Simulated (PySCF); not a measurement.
Structure with atom numbers: `[CH3:1]/[CH:2]=[CH:3]/[Cl:4]`. Hydrogens are named by the atom that carries them.

PySCF 2.14.0 with density-fitted response routines calculation with PBE0-D3(BJ)/def2-TZVP structure and NMR shieldings at PBE0/pcSseg-2/GIAO; fast rotation and ring inversion assumed for equivalent nuclei, gas phase, one conformer, non-relativistic Hamiltonian.

Q: Predict the 2D correlation tables (HSQC, COSY, HMBC).

A: 

HSQC (one-bond C–H):
| δH | δC |
| --- | --- |
| 6.24 (H(C3)) | 133.9 (C3) |
| 6.22 (H(C2)) | 141.2 (C2) |
| 1.79 (H(C1)) | 19.5 (C1) |

COSY cross peaks (H two or three bonds apart, from the bond graph; peaks can be absent where the dihedral angle is near 90°):
| δH | δH |
| --- | --- |
| 6.24 (H(C3)) | 6.22 (H(C2)) |
| 6.22 (H(C2)) | 1.79 (H(C1)) |

HMBC (two and three bonds, from the bond graph):
| δH | δC |
| --- | --- |
| 6.24 (H(C3)) | 141.2 (C2), 19.5 (C1) |
| 6.22 (H(C2)) | 133.9 (C3), 19.5 (C1) |
| 1.79 (H(C1)) | 141.2 (C2), 133.9 (C3) |

References, each an isolated molecule treated in the same way: ¹H (σ = 31.52 ppm), ¹³C (σ = 186.03 ppm) against TMS.

Short H···H contacts in this conformer between protons four or more bonds apart (candidates for NOE cross peaks, intensity ∝ r⁻⁶): H(C1)···H(C3) 2.45 Å.

Carbons that carry Cl, above all several Cl atoms, come out too deshielded, partly because spin–orbit coupling is missing. Shifts are as computed. Against solution values, carbons near 30 ppm lie about +3 ppm off and those near 130 ppm about +9 ppm; carbons on Cl a further +4 ppm. Of 1211 compounds with measured shifts, 218 miss one by over three times the rms of a fit or turn the order of signals round; such compounds aren't used in these exercises.
